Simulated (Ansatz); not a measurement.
Process, species as SMILES: N (NH3) → [NH2-] + H+
B3LYP-D3(BJ)/def2-TZVP geometries, fixed; electronic energies without zero-point terms.
Largest species:
```
N
H 1 1.0136
H 1 1.0136 2 107.33
H 1 1.0136 2 107.33 3 -115.09
```

Basis-set convergence of the deprotonation energy at MP2 with Ansatz (a quantum-chemistry and plane-wave program). Cartesian d functions, on some or all atoms, in 6-31G**; all else is spherical. Cores are frozen. No added dispersion term, no relativity. Functions are those of the species that has most. Reference: Hartree-Fock in aug-cc-pVQZ plus the correlation part extrapolated as X^-3 from aug-cc-pVTZ and aug-cc-pVQZ, 408.55 kcal/mol, itself unsure by roughly 0.09 kcal/mol (a third of the extrapolation step and of the last Hartree-Fock step). Deviations are taken from unrounded values.

```
basis              functions  deprotonation energy (kcal/mol)  minus reference (kcal/mol)
-----------------  ---------  -------------------------------  --------------------------
def2-SV(P)                20                           442.94                       34.39
cc-pVDZ                   29                           449.48                       40.93
6-31G**                   30                           447.96                       39.41
6-311G**                  36                           442.75                       34.20
6-311+G**                 40                           414.15                        5.60
def2-SVPD                 44                           417.30                        8.75
def2-TZVPD                64                           412.18                        3.63
cc-pVTZ                   72                           432.99                       24.44
def2-TZVPP                73                           424.63                       16.08
6-311++G(3df,3pd)         93                           410.83                        2.28
aug-pcseg-2              115                           408.91                        0.36
pcseg-3                  159                           412.12                        3.57
aug-pcseg-3              232                           408.91                        0.36
```

The smallest set listed that lies within 1 kcal/mol of the reference with all its larger relatives (same family, alike in diffuse functions; a set with none counts only in the reference's own line) is aug-pcseg-2 (115 functions, 0.36 kcal/mol off).
